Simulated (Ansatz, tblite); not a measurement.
Errors in the dipole moment

8 molecules holding an element from Na to Cl; the dipole moment in D, computed less measured. Shapes, held fixed at every level: PBE0-D4/def2-TZVP. No vibrational averaging. Dipoles are compared by magnitude; molecules under 1 D, whose direction can flip, are left out. Programs: Ansatz 0.2.0, tblite 0.8.0. Measured values: NIST CCCBDB.

Levels: A = GFN2-xTB; B = PBE-D4/def2-TZVPP; C = r2SCAN-D4/def2-TZVPP; D = B3LYP-D4/def2-TZVPP; E = wB97M-V/def2-TZVPP.

```tsv
molecule	measured	A	B	C	D	E
NS (Mononitrogen monosulfide)	1.81	+0.16	+0.02	-0.01	+0.08	+0.11
SCl2O2 (sulfuryl chloride)	1.81	-0.77	-0.18	-0.13	+0.05	+0.14
C2H3Cl (SMILES C=CCl)	1.45	+0.05	-0.19	-0.09	-0.10	-0.07
C2H3ClO (acetyl chloride)	2.72	+0.12	-0.05	+0.08	+0.06	+0.06
C2H3Cl3 (SMILES CC(Cl)(Cl)Cl)	1.78	+0.06	-0.05	+0.07	-0.01	-0.02
C2H3ClF2 (SMILES CC(F)(F)Cl)	2.14	+0.41	-0.08	+0.03	+0.01	+0.01
C2H4Cl2 (SMILES CC(Cl)Cl)	2.06	+0.12	-0.10	+0.03	-0.04	-0.04
C2H5Cl (chloroethane)	2.05	+0.20	-0.07	+0.05	-0.01	-0.01
```

Q: Which level does best on this set, which worst, and which err to one side?

A: 
```csv
level,kind,mean error,mean absolute error,worst case
GFN2-xTB,semi-empirical,+0.044,0.236,SCl2O2
PBE-D4/def2-TZVPP,GGA,-0.088,0.092,C2H3Cl
r2SCAN-D4/def2-TZVPP,meta-GGA,+0.004,0.061,SCl2O2
B3LYP-D4/def2-TZVPP,global hybrid,+0.005,0.045,C2H3Cl
wB97M-V/def2-TZVPP,range-separated hybrid,+0.022,0.058,SCl2O2
```

On this set B3LYP-D4/def2-TZVPP has the smallest mean absolute error and GFN2-xTB the largest. GFN2-xTB is too high in 7 of 8; PBE-D4/def2-TZVPP is too low in 7 of 8. The smallest two are near a tie. Open shells run unrestricted. The set is small.
